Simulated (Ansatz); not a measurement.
Born–Oppenheimer molecular dynamics of C3H8O2S (14 atoms, charge 0, multiplicity 1). It goes on from the last frame of an earlier run, with new velocities.

Level of theory: Ansatz 0.2.0, UKS B3LYP-D4/STO-3G.

| Quantity | Value |
| --- | --- |
| ensemble | NVT, Langevin thermostat |
| time step | 0.25 fs |
| steps asked | 150 |
| set temperature | 400 K |
| friction | 0.001 /fs |
| temperature schedule | 37 steps to 400 K, then 113 steps to 1200 K |
| seed | 558285 |

Frames 1.25 fs apart, positions in Å.

Velocities at 2.5 fs (Å/ps):

```
C 10.31 -6.27 -1.02
O -5.20 -11.39 -0.60
C 1.43 14.79 -4.03
C -4.90 13.12 0.92
O -4.23 2.07 -3.36
S 1.24 -0.47 -0.12
H 20.14 16.81 -1.25
H 30.97 5.24 22.27
H -6.98 10.03 50.04
H -17.70 -32.80 17.10
H -5.55 -20.08 51.78
H -1.50 -43.66 -29.15
H -8.11 -23.84 21.41
H 24.95 -13.26 -22.72
```

```xyz
14
Properties=species:S:1:pos:R:3 time_fs=2.5 energy_less_start_eV=-0.627 T=715
C -1.681 0.758 -0.774
O -0.701 1.063 0.558
C 0.512 0.080 0.353
C 0.230 -1.347 0.148
O 1.441 0.525 -0.791
S 1.248 0.527 2.015
H -2.710 0.409 -0.452
H -1.871 1.596 -1.478
H -1.209 -0.102 -1.368
H 0.975 -1.641 -0.574
H 0.252 -1.931 1.069
H -0.789 -1.551 -0.163
H 1.512 1.541 -0.645
H 2.586 0.831 1.899
14
Properties=species:S:1:pos:R:3 time_fs=3.8 energy_less_start_eV=-0.889 T=862
C -1.668 0.750 -0.774
O -0.707 1.048 0.555
C 0.515 0.102 0.348
C 0.223 -1.332 0.150
O 1.434 0.526 -0.794
S 1.250 0.526 2.016
H -2.679 0.431 -0.452
H -1.828 1.607 -1.448
H -1.220 -0.082 -1.303
H 0.957 -1.690 -0.558
H 0.252 -1.953 1.131
H -0.792 -1.603 -0.206
H 1.500 1.515 -0.617
H 2.613 0.810 1.863
14
Properties=species:S:1:pos:R:3 time_fs=5.0 energy_less_start_eV=-0.952 T=872
C -1.654 0.744 -0.769
O -0.715 1.031 0.548
C 0.519 0.131 0.343
C 0.215 -1.322 0.155
O 1.426 0.527 -0.797
S 1.251 0.526 2.017
H -2.647 0.454 -0.448
H -1.777 1.623 -1.417
H -1.229 -0.066 -1.248
H 0.945 -1.750 -0.547
H 0.260 -1.956 1.171
H -0.790 -1.646 -0.255
H 1.490 1.508 -0.585
H 2.626 0.782 1.813
14
Properties=species:S:1:pos:R:3 time_fs=6.2 energy_less_start_eV=-1.178 T=1020
C -1.639 0.740 -0.759
O -0.725 1.013 0.538
C 0.525 0.165 0.339
C 0.205 -1.319 0.161
O 1.417 0.526 -0.798
S 1.254 0.525 2.019
H -2.625 0.473 -0.433
H -1.716 1.643 -1.389
H -1.221 -0.079 -1.222
H 0.937 -1.812 -0.535
H 0.274 -1.933 1.176
H -0.776 -1.673 -0.298
H 1.484 1.520 -0.555
H 2.618 0.749 1.753
14
Properties=species:S:1:pos:R:3 time_fs=7.5 energy_less_start_eV=-1.519 T=1210
C -1.623 0.741 -0.744
O -0.735 0.994 0.525
C 0.530 0.199 0.335
C 0.194 -1.323 0.168
O 1.406 0.525 -0.798
S 1.256 0.524 2.021
H -2.620 0.489 -0.409
H -1.650 1.665 -1.364
H -1.196 -0.122 -1.228
H 0.928 -1.863 -0.514
H 0.287 -1.885 1.148
H -0.751 -1.680 -0.332
H 1.485 1.540 -0.533
H 2.590 0.710 1.685
14
Properties=species:S:1:pos:R:3 time_fs=8.8 energy_less_start_eV=-1.511 T=1227
C -1.603 0.744 -0.726
O -0.746 0.975 0.509
C 0.535 0.233 0.331
C 0.185 -1.331 0.175
O 1.395 0.525 -0.797
S 1.260 0.524 2.023
H -2.628 0.503 -0.380
H -1.581 1.681 -1.338
H -1.170 -0.169 -1.252
H 0.917 -1.898 -0.482
H 0.295 -1.823 1.108
H -0.723 -1.668 -0.352
H 1.493 1.553 -0.528
H 2.551 0.669 1.611
14
Properties=species:S:1:pos:R:3 time_fs=10.0 energy_less_start_eV=-1.215 T=1050
C -1.583 0.746 -0.707
O -0.757 0.956 0.491
C 0.538 0.263 0.327
C 0.178 -1.340 0.178
O 1.384 0.528 -0.794
S 1.264 0.524 2.026
H -2.638 0.521 -0.353
H -1.515 1.688 -1.314
H -1.156 -0.194 -1.279
H 0.906 -1.914 -0.439
H 0.298 -1.771 1.091
H -0.704 -1.644 -0.361
H 1.509 1.549 -0.545
H 2.513 0.628 1.536
14
Properties=species:S:1:pos:R:3 time_fs=11.2 energy_less_start_eV=-1.132 T=996
C -1.561 0.746 -0.689
O -0.768 0.937 0.474
C 0.539 0.288 0.325
C 0.174 -1.349 0.177
O 1.373 0.534 -0.792
S 1.268 0.525 2.028
H -2.635 0.544 -0.336
H -1.456 1.687 -1.296
H -1.163 -0.184 -1.299
H 0.907 -1.917 -0.395
H 0.295 -1.743 1.127
H -0.705 -1.614 -0.362
H 1.534 1.534 -0.581
H 2.484 0.585 1.460
14
Properties=species:S:1:pos:R:3 time_fs=12.5 energy_less_start_eV=-1.135 T=1001
C -1.541 0.744 -0.674
O -0.778 0.920 0.458
C 0.537 0.307 0.323
C 0.173 -1.356 0.174
O 1.361 0.541 -0.789
S 1.272 0.525 2.030
H -2.616 0.571 -0.331
H -1.408 1.678 -1.286
H -1.189 -0.140 -1.307
H 0.924 -1.912 -0.358
H 0.277 -1.732 1.202
H -0.730 -1.583 -0.359
H 1.568 1.520 -0.631
H 2.467 0.541 1.386
14
Properties=species:S:1:pos:R:3 time_fs=13.8 energy_less_start_eV=-0.892 T=875
C -1.523 0.742 -0.663
O -0.786 0.904 0.445
C 0.531 0.320 0.323
C 0.175 -1.361 0.172
O 1.351 0.549 -0.787
S 1.276 0.527 2.032
H -2.583 0.603 -0.336
H -1.373 1.661 -1.283
H -1.227 -0.081 -1.309
H 0.960 -1.905 -0.334
H 0.244 -1.725 1.276
H -0.772 -1.553 -0.351
H 1.610 1.520 -0.690
H 2.458 0.496 1.322
14
Properties=species:S:1:pos:R:3 time_fs=15.0 energy_less_start_eV=-0.488 T=656
C -1.508 0.742 -0.656
O -0.791 0.889 0.436
C 0.523 0.325 0.325
C 0.179 -1.365 0.174
O 1.340 0.559 -0.786
S 1.280 0.528 2.033
H -2.550 0.639 -0.351
H -1.350 1.644 -1.288
H -1.265 -0.033 -1.318
H 1.008 -1.900 -0.319
H 0.197 -1.710 1.319
H -0.815 -1.523 -0.335
H 1.656 1.534 -0.751
H 2.452 0.453 1.273
14
Properties=species:S:1:pos:R:3 time_fs=16.2 energy_less_start_eV=-0.303 T=561
C -1.498 0.744 -0.656
O -0.792 0.875 0.433
C 0.512 0.323 0.329
C 0.183 -1.368 0.180
O 1.331 0.569 -0.787
S 1.285 0.529 2.033
H -2.530 0.677 -0.369
H -1.340 1.633 -1.300
H -1.295 -0.021 -1.347
H 1.056 -1.892 -0.309
H 0.140 -1.689 1.318
H -0.840 -1.497 -0.311
H 1.697 1.552 -0.809
H 2.442 0.410 1.246
```

Of the whole run (38 fs, mean temperature of the second half 965 K): The schedule's set-point averaged 935 K over the second half and the system 965 K. A run of 0.037 ps of so small a system gives no equilibrium averages. Limits of this set-up: minimal basis.

Run time: 11 min on 1 thread of Arm Neoverse V2, on a shared host, peak memory 0.17 GiB.
